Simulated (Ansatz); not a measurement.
# BH6Si: the cost of one run

Method: PBE0-D4, def2-SVP first, then def2-TZVP; program: Ansatz 0.2.0, Gaussian basis.

76 further runs of the same task are left out: 76 set aside as unsound or not needed.

## Step 1: The starting structure

The guess: 8 atoms, charge 0, spin multiplicity 2.

Atoms are counted from 1 here; the program's logs count them from 0.

Bond lengths: H1–Si3 1.574 Å, B2–Si3 1.996 Å, B2–H4 1.161 Å, B2–H5 1.160 Å, Si3–H6 1.469 Å, Si3–H7 1.575 Å, Si3–H8 1.469 Å. Angles: Si3–B2–H4 118.6°, Si3–B2–H5 118.6°, H4–B2–H5 122.8°, H1–Si3–B2 80.4°, H1–Si3–H6 95.3°, H1–Si3–H7 160.9°, H1–Si3–H8 95.3°, B2–Si3–H6 123.9°, B2–Si3–H7 80.5°, B2–Si3–H8 124.1°, H6–Si3–H7 95.3°, H6–Si3–H8 112.1°, H7–Si3–H8 95.3°.

Coordinates:

```xyz
8

H     0.0558   -1.4794    0.6733
B    -1.2000    0.3407   -0.0510
Si    0.7186   -0.2044    0.0303
H    -1.6516    0.9188    0.8487
H    -1.8159    0.0678   -0.9955
H     1.6027    0.0793    1.1688
H     0.8784    1.2133   -0.6361
H     1.4120   -0.9361   -1.0386
```

Distances that are to change: H1–Si3 1.57 Å, H1–B2 2.33 Å.

## Step 2: Constrained relaxation of the guess

Input file hold/in.yaml:

```yaml
crystal:
  periodic: [false, false, false]
  atoms:
    - {symbol: H, position_ang: [0.055800, -1.479400, 0.673300]}
    - {symbol: B, position_ang: [-1.200000, 0.340700, -0.051000]}
    - {symbol: Si, position_ang: [0.718600, -0.204400, 0.030300]}
    - {symbol: H, position_ang: [-1.651600, 0.918800, 0.848700]}
    - {symbol: H, position_ang: [-1.815900, 0.067800, -0.995500]}
    - {symbol: H, position_ang: [1.602700, 0.079300, 1.168800]}
    - {symbol: H, position_ang: [0.878400, 1.213300, -0.636100]}
    - {symbol: H, position_ang: [1.412000, -0.936100, -1.038600]}
basis:
  gaussian: {orbitals: def2-SVP}
magnetization: {spin_polarized: true, initial_magnetization: 1}
hamiltonian: {xc: pbe0, dispersion: d4}
relax: {f_tol: 0.04, max_steps: 150, escape_saddle: false, constraints: [{distance: [0, 2]}, {distance: [0, 1]}]}
```

Launch:

```console
$ ansatz run in.yaml --threads 2 --pin off --events-out ev --progress --plain --max-ram 4352MiB
```

**Question.** How long does this run take on 2 threads of Arm Neoverse V2, shared host?

About 12 s.
